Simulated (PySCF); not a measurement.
Gas-phase reaction: CH2Cl2 + C3H8 = 2 Cl + C4H10 (isobutane)

Method: PySCF energies plus ideal-gas RRHO corrections (1 bar). Table values come from the NASA 1993 polynomials. † marks an energy on the PBE0/def2-TZVP geometry and frequencies; other levels use their own. CCSD(T) freezes the core. 6-31G* has spherical d functions here. Open shells (unrestricted): Cl (multiplicity 2); the rest are closed-shell singlets. Spin-orbit splitting is ignored; it lowers the true energy and changes the entropy of Cl. CCSD(T) isn't extrapolated to the basis-set limit.

Levels: a) CCSD(T)/def2-SVP†; b) PBE/def2-SVP; c) PBE/def2-TZVP†; d) HF/6-31G*; e) ωB97X-V/def2-TZVP†.

Problem. Order the levels by the distance of their ΔH°(298 K) from the table for this reaction, closest first.

Solution. e (+7 kJ), b (+18 kJ), c (+33 kJ), a (-66 kJ), d (-169 kJ)

The table gives 308 kJ. The order holds for this reaction alone, and for the 1993 entries, some of which have been revised since.
